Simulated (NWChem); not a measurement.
# AlF$_{3}$; SMILES [F][Al]([F])[F]

Results from NWChem. Structure relaxed at the B3LYP/6-31G* (spherical d) level.

Predict the results for Hartree-Fock/STO-3G. Quantities: highest occupied level (eV); orbital gap (eV).


```yaml
highest occupied level (eV): -10.25
orbital gap (eV): 20.19
```
